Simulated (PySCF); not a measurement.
Molecule: `C[C@H]([S-])C(N)=O`, [C3H6NOS]-.

Atoms are numbered as in `[CH3:1][C@H:2]([S-:3])[C:4]([NH2:5])=[O:6]`. Each H is labelled by its parent atom. Ha(N5) is cis to the C=O or C=S heteroatom; Hb(N5) is trans to the C=O or C=S heteroatom.

Geometry PBE0-D3(BJ)/def2-SVP throughout; GIAO in PySCF, gas phase, one conformer, non-relativistic; equivalent atoms averaged; basis pcSseg-1.

For orientation, HF gives these absolute shieldings σ: C4 -0.2, C2 149.6, C1 161.4, S3 658.6, N5 152.1, O6 2.9, Ha(N5) 27.90, H(C2) 29.36, H(C1) 30.61 ppm.

A run gave: C4 13.5, C2 132.4, C1 150.7, S3 580.7, N5 134.7, O6 0.9, Ha(N5) 28.20, H(C2) 28.10, H(C1) 30.17 ppm (absolute shieldings σ).

Q: Which functional was used in that run?
A. LC-wPBE
B. KT3
C. OPBE
D. PBE

A: B. S3 tells them apart best: KT3 gives 580.7, OPBE gives 603.0, PBE gives 560.1, LC-wPBE gives 621.6 ppm.
